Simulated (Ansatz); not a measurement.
# PO (sextet): from Hartree-Fock to the top rungs, cc-pVDZ

How much of the correlation energy of PO (sextet) does each wave-function method recover here?

Program: Ansatz 0.2.0, Gaussian basis. Level of theory: cc-pVDZ, core rule «outside noble gas», up to 6 orbitals frozen. These are calculated values, not measurements.

The runs, in order: UHF; CCSD(T) on ROHF; CCSD(T) on UHF; BCCD(T) on ROHF; CISD; CCSDT(Q) on ROHF; CCSDT(Q) on UHF; CCSDTQ on ROHF; CCSDTQ on UHF; CASSCF and MRCISD+Q, 11 electrons in 8 orbitals; CASSCF and NEVPT2, 11 electrons in 8 orbitals.

7 further runs of the same task are left out: 2 that didn't finish, 5 set aside as unsound or not needed.

## Step 1: The geometry

The geometry is a PBE0/def2-TZVP stationary point (not a proven minimum) of the parent state, kept for this charge and spin.

2 atoms, charge 0, spin multiplicity 6.

Atoms are counted from 1 here; the program's logs count them from 0.

Bond lengths: O1–P2 1.719 Å.

## Step 2: UHF

File in.yaml:

```yaml
crystal:
  periodic: [false, false, false]
  atoms:
    - {symbol: O, position_ang: [0.000000, 0.000000, 0.000000]}
    - {symbol: P, position_ang: [0.000000, 0.000000, 1.718900]}
basis:
  gaussian: {orbitals: cc-pVDZ}
magnetization: {spin_polarized: true, initial_magnetization: 5}
hamiltonian: {xc: hf}
output: {orbitals: {seedname: orbitals}}
```

Started as:

```bash
$ ansatz run in.yaml --threads 1 --pin off --events-out ev --progress --plain --max-ram 4096MiB --backend cpu
```

Further steps of the session: CCSD(T) on ROHF; CCSD(T) on UHF; BCCD(T) on ROHF; CISD; CCSDT(Q) on ROHF; CCSDT(Q) on UHF; CCSDTQ on ROHF; CCSDTQ on UHF; CASSCF and MRCISD+Q, 11 electrons in 8 orbitals; CASSCF and NEVPT2, 11 electrons in 8 orbitals.

Q: Predict the results of all the runs planned. Wanted: UCCSDTQ below the RHF energy; RMP2 from UCCSDTQ; UMP2 from UCCSDTQ; RCCSD from UCCSDTQ; RCCSD(T) from UCCSDTQ; UCCSD(T) from UCCSDTQ; RCCSDT(Q) from UCCSDTQ; UCCSDT(Q) from UCCSDTQ; NEVPT2 valence from UCCSDTQ.

**Answer**, as computed:

| quantity | value |
| --- | --- |
| UCCSDTQ below the RHF energy | -6.2410 eV |
| RMP2 from UCCSDTQ | +78.3 kJ/mol |
| UMP2 from UCCSDTQ | +85.5 kJ/mol |
| RCCSD from UCCSDTQ | +15.1 kJ/mol |
| RCCSD(T) from UCCSDTQ | +3.2 kJ/mol |
| UCCSD(T) from UCCSDTQ | +3.0 kJ/mol |
| RCCSDT(Q) from UCCSDTQ | +0.2 kJ/mol |
| UCCSDT(Q) from UCCSDTQ | 0.0 kJ/mol |
| NEVPT2 valence from UCCSDTQ | +108.9 kJ/mol |
| MRCISD+Q valence from UCCSDTQ | +3.1 kJ/mol |
| levels within 1 kcal/mol (43 meV) | RCCSD(T), UCCSD(T), BCCD(T), RCCSDT, UCCSDT, RCCSDT(Q), UCCSDT(Q), RCCSDTQ, MRCISD+Q valence |
| T1 diagnostic | 0.022 |
| effectively unpaired electrons | 5.00 |

RCCSD(T) misses by +3.2 kJ/mol, 0.5 % of the correlation energy. One determinant dominates. Of the multireference levels listed MRCISD+Q valence comes nearest in total energy (+3.1 kJ/mol), which doesn't show that its space is the better one. These misses are within one basis, not against nature; the frozen cores of restricted and unrestricted runs differ, which can shift their rows.
